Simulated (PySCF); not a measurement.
C₂H₃N, SMILES CC#N. Geometry: PBE0-D3(BJ)/def2-TZVP.

These are PBE0-D3(BJ)/def2-TZVP run with PySCF values and carry that method's errors.

Harmonic wavenumbers (cm⁻¹): 390, 390, 951, 1054, 1054, 1401, 1465, 1465, 2393, 3070, 3151, 3151. Rotational constants (GHz): 159.2, 9.320, 9.320; symmetry number 3.

**Question.** Work out the zero-point energy and the ideal-gas rigid-rotor harmonic-oscillator thermochemistry at 298.15 K and 1 atm.

**Answer.** ZPE = ½ Σ hcν = ½ × 19932 cm⁻¹ = 119.22 kJ/mol. H − E(el) = 131.14 kJ/mol. Entropy in J/(mol K): translation 155.08, rotation 77.39, vibration 9.68, total 242.14. G − E(el) = 58.94 kJ/mol. Cp = 51.42 J/(mol K).
